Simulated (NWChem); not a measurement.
System: nitrous oxide (N₂O); SMILES [N+]([O-])#N

The following NWChem deck was run.

```
start job
memory heap 200 mb stack 900 mb global 1100 mb
geometry units angstroms noautoz
  N     -1.192948    -0.021637     0.019089
  N     -0.067276    -0.001222     0.001077
  O      1.105420     0.020051    -0.017689
end
basis spherical
  * library def2-tzvpd
end
dft
  xc xpbe96 cpbe96
  iterations 150
  mulliken
end
task dft energy
```

Structure relaxed at the PBE0/def2-SVP level.

What results follow from this input? (PBE/def2-TZVPD.) Quantities: energy (Ha); highest occupied level (eV); orbital gap (eV); dipole (D).


* **energy (Ha)**: -184.57
* **highest occupied level (eV)**: -8.37
* **orbital gap (eV)**: 6.94
* **dipole (D)**: 0.19
